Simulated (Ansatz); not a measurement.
One change: `C1=CCCC1` becomes `FC1=CCCC1`.

Ansatz, PBE0-D4/def2-TZVP geometries, multiplicity 1. 

| property | `C1=CCCC1` |
| --- | --- |
| HOMO energy (PBE0/def2-TZVPP) / eV | -6.82 |
| LUMO energy (ωB97M-V/def2-TZVPP) / eV | 2.76 |
| HOMO–LUMO gap (ωB97M-V/def2-TZVPP) / eV | 11.81 |
| size of the dipole moment (B3LYP/def2-TZVPP) / D | 0.23 |
| zero-point energy (PBE0-D4/def2-TZVP) / kJ/mol | 307.3 |
| HOMO–LUMO gap (PBE0/def2-TZVPP) / eV | 7.47 |

(1) Give the same properties after the change, and the shifts. (Best estimate.)

Answers

(1) The calculation gave: 
```json
{"property": "HOMO energy (PBE0/def2-TZVPP) / eV", "`FC1=CCCC1`": "-6.79", "shift": "0.03"}
{"property": "LUMO energy (ωB97M-V/def2-TZVPP) / eV", "`FC1=CCCC1`": "2.64", "shift": "-0.12"}
{"property": "HOMO–LUMO gap (ωB97M-V/def2-TZVPP) / eV", "`FC1=CCCC1`": "11.66", "shift": "-0.15"}
{"property": "size of the dipole moment (B3LYP/def2-TZVPP) / D", "`FC1=CCCC1`": "1.64", "shift": "1.41"}
{"property": "zero-point energy (PBE0-D4/def2-TZVP) / kJ/mol", "`FC1=CCCC1`": "287.7", "shift": "-19.6"}
{"property": "HOMO–LUMO gap (PBE0/def2-TZVPP) / eV", "`FC1=CCCC1`": "7.57", "shift": "0.10"}
```

Dipoles are sizes alone; their direction can turn.

B3LYP here is the variant with VWN-RPA as its local correlation; programs differ in this.
